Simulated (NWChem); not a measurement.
## Atomisation of silicon monoxide (OSi)

```xyz
2

Si     0.0000     0.0000     0.5619
O      0.0000     0.0000    -0.9833
```
Charge 0, spin multiplicity 1.

Everything below was run with NWChem. Structure: optimised with PBE/def2-SVP, a minimum by its harmonic frequencies.

Basis set: def2-TZVP. The atomisation energy is electronic alone: no zero-point, thermal, spin-orbit or counterpoise terms. No value is extrapolated to the basis-set limit. Free atoms are single determinants with multiplicities Si 3, O 3. Correlated methods freeze the same cores in atoms and molecule, 6 orbitals in all.

B3LYP has NWChem's definition, with VWN1-RPA local correlation. The stability of the SCF solutions was not checked. Open-shell Hartree-Fock references start from PBE0 orbitals. Coupled-cluster values serve here as a point of comparison, not as the truth.

| method | atomisation energy (kcal/mol) |
|---|---|
| CCSD(T) | 182.4 |
| HF | (withheld) |
| BHandHLYP | 169.2 |
| PBE | 195.6 |
| PBE0 | 181.2 |
| B3LYP | 186.4 |
| r2SCAN | (withheld) |
| MP2 | 195.9 |
| BP86 | 196.6 |

Task: Complete the blanks.

Result: 
- HF, atomisation energy (kcal/mol): 107.3
- r2SCAN, atomisation energy (kcal/mol): 186.7
